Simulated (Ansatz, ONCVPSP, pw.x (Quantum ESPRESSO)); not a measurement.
**What a changed setting does to a pw.x run (bcc Mo)**

Potential: optimised norm-conserving Vanderbilt (ONCV), ONCVPSP 4.0.1.1 (patched build), LDA (Perdew-Wang 92); core [Ar] 3d10, reference 4s2 4p6 4d5 5s1; waves: 4s+5s: rc 1.90 bohr, ncon 3, nbas 6, qcut 7 1/bohr, 2 projectors; 4p: rc 1.45 bohr, ncon 5, nbas 10, qcut 8.2 1/bohr, 2 projectors, debl 1.8 Ha; 4d: rc 2.15 bohr, ncon 4, nbas 9, qcut 8.2 1/bohr, 2 projectors, debl 2.35 Ha; local part: polynomial inside 1.35 bohr (lpopt 4, dvloc0 6 Ha); core correction: Teter function, fcfact 5, rcfact 1.75.

The reference run (k-mesh 15³, cutoffs 80/320 Ry, Fermi–Dirac 0.01 Ry, mixing_beta 0.4, conv_thr 1e-9, no spin) gives 1.30 GPa at 15.067 Å³/atom, where all-electron LAPW gives 0.24 GPa. This run, with its own iteration cap, changes k-mesh points per axis to 20.

```
&control
  calculation='scf', prefix='x', pseudo_dir='./', outdir='./tmp', tstress=.true., disk_io='none'
/
&system
  ibrav=0, nat=1, ntyp=1, ecutwfc=80, ecutrho=320, nbnd=15,
  occupations='smearing', smearing='fd', degauss=0.01
/
&electrons
  conv_thr=1e-09, mixing_beta=0.4, electron_maxstep=50
/
ATOMIC_SPECIES
Mo 1.0 Mo.UPF
CELL_PARAMETERS angstrom
  -1.55592598 1.55592598 1.55592598
  1.55592598 -1.55592598 1.55592598
  1.55592598 1.55592598 -1.55592598
ATOMIC_POSITIONS crystal
Mo 0.0000 0.0000 0.0000
K_POINTS automatic
20 20 20 0 0 0
```

```bash
pw.x < Mo.scf.in > Mo.scf.out
```

How does the run end?

It converges in 8 iterations; the free energy moves by -3.5 meV/atom and the pressure by -0.17 GPa.

```
Message from routine setup:
     using ibrav=0 with symmetry is DISCOURAGED, use correct ibrav instead
     lattice parameter (alat)  =       5.0927  a.u.
     unit-cell volume          =     101.6772 (a.u.)^3
     number of electrons       =        14.00
     number of Kohn-Sham states=           15
     kinetic-energy cutoff     =      80.0000  Ry
     charge density cutoff     =     320.0000  Ry
     scf convergence threshold =      1.0E-09
     Exchange-correlation= SLA  PW   NOGX NOGC
     number of k points=   256  Fermi-Dirac smearing, width (Ry)=  0.0100
     iteration #  1     ecut=    80.00 Ry     beta= 0.40
     total energy              =    -154.94232978 Ry
     estimated scf accuracy    <       0.11761314 Ry
     iteration #  2     ecut=    80.00 Ry     beta= 0.40
     total energy              =    -154.94909555 Ry
     estimated scf accuracy    <       0.01089358 Ry
     iteration #  3     ecut=    80.00 Ry     beta= 0.40
     total energy              =    -154.95026296 Ry
     estimated scf accuracy    <       0.00082688 Ry
     [... 2 iterations left out ...]
     iteration #  6     ecut=    80.00 Ry     beta= 0.40
     total energy              =    -154.95032117 Ry
     estimated scf accuracy    <       0.00000001 Ry
     iteration #  7     ecut=    80.00 Ry     beta= 0.40
     total energy              =    -154.95032117 Ry
     estimated scf accuracy    <       0.00000001 Ry
     iteration #  8     ecut=    80.00 Ry     beta= 0.40
     the Fermi energy is    21.9670 ev
!    total energy              =    -154.95032117 Ry
     estimated scf accuracy    <          6.0E-11 Ry
     smearing contrib. (-TS)   =      -0.00280358 Ry
     The total energy is F=E-TS. E is the sum of the following terms:
     one-electron contribution =     -13.93428995 Ry
     hartree contribution      =      17.44032758 Ry
     xc contribution           =     -37.15707693 Ry
     ewald contribution        =    -121.29647829 Ry
     convergence has been achieved in   8 iterations
          total   stress  (Ry/bohr**3)                   (kbar)     P=       11.30
     Message from routine punch:
     Nothing written, as per user request (disk_io='none')
```

The run took about 38 s on one core of a shared host (Intel(R) Xeon(R) 6975P-C, 192 threads, 756 GiB, load 96).
